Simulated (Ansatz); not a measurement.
# AlSiH (singlet): wave-function methods side by side at distance Si1–Al2 = 2.532 Å, cc-pVDZ

One table from this session's results is given with a row withheld; the runs are named, their logs left out.

Method: cc-pVDZ, core rule «outside noble gas», up to 10 orbitals frozen; program: Ansatz 0.2.0, Gaussian basis.

The runs, in order: UHF; CCSD(T) on RHF; CCSD(T) on UHF; BCCD(T) on RHF; CISD; CCSDT(Q) on RHF; CCSDT(Q) on UHF; CISDTQ; CCSDTQ on RHF; CCSDTQ on UHF; CASSCF and MRCISD+Q, 2 electrons in 2 orbitals; CASSCF and NEVPT2, 2 electrons in 2 orbitals; CASSCF and MRCISD+Q, 8 electrons in 9 orbitals; CASSCF and NEVPT2, 8 electrons in 9 orbitals; Full CI.

8 further runs of the same task are left out: 8 for a known fault of the program.

### The geometry

The geometry derives from a PBE0/def2-TZVP stationary point (not a proven minimum). One bond is set to the value named and the two fragments are kept rigid.

3 atoms, charge 0, spin multiplicity 1.

Atoms are counted from 1 here; the program's logs count them from 0.

Bond lengths: Si1–Al2 2.532 Å, Al2–H3 1.595 Å. Angles: Si1–Al2–H3 180.0°.

Set-up of the first run:

The input, in.yaml:

```yaml
crystal:
  periodic: [false, false, false]
  atoms:
    - {symbol: Si, position_ang: [0.000000, 0.000000, 2.219602]}
    - {symbol: Al, position_ang: [0.000000, 0.000000, -0.312398]}
    - {symbol: H, position_ang: [0.000000, 0.000000, -1.907204]}
basis:
  gaussian: {orbitals: cc-pVDZ}
magnetization: {spin_polarized: true, initial_magnetization: 0}
hamiltonian: {xc: hf}
output: {orbitals: {seedname: orbitals}}
```

Command:

```bash
ansatz run in.yaml --threads 1 --pin off --events-out ev --progress --plain --max-ram 3498MiB --backend cpu
```

Steps of the session up to this table: UHF; CCSD(T) on RHF; CCSD(T) on UHF; BCCD(T) on RHF; CISD; CCSDT(Q) on RHF; CCSDT(Q) on UHF; CISDTQ; CCSDTQ on RHF; CCSDTQ on UHF; CASSCF and MRCISD+Q, 2 electrons in 2 orbitals; CASSCF and NEVPT2, 2 electrons in 2 orbitals; CASSCF and MRCISD+Q, 8 electrons in 9 orbitals; CASSCF and NEVPT2, 8 electrons in 9 orbitals; Full CI.

One table of the session follows, with a row left open; its other results are not shown here.

It belongs to the step «Misses and costs». 

| method | from FCI (meV) |
| --- | --- |
| RHF | +4967.8 |
| RMP2 | +1405.1 |
| CISD | +821.5 |
| RCCSD | ? |
| RCCSD(T) | +188.0 |
| BCCD(T) | +190.8 |
| RCCSDT | +89.6 |
| CISDTQ | +113.9 |
| RCCSDT(Q) | +17.3 |
| RCCSDTQ | +5.1 |
| FCI | 0 |

Q: Estimate the row for RCCSD from the others.

As computed: from FCI (meV): +416.5. In the column «from FCI (meV)» it lies between BCCD(T) (+190.8) and CISD (+821.5).

Caveats from the session: The report flags that the cluster equations may have other roots. Left out of the table: CASSCF pair, NEVPT2 pair, MRCISD pair, MRCISD+Q pair, CASSCF valence, NEVPT2 valence, MRCISD valence, MRCISD+Q valence (the active space lost an orbital or holds another state than full CI finds). Left out of the table: UHF, UMP2, UCCSD, UCCSD(T), UCCSDT, UCCSDT(Q), UCCSDTQ (another determinant or state than the rows shown). The program flags RCCSDT(Q), RCCSDTQ as in doubt, so those rows may rest on another solution; read them beside their warnings. Warnings in the runs' records: passed over end.
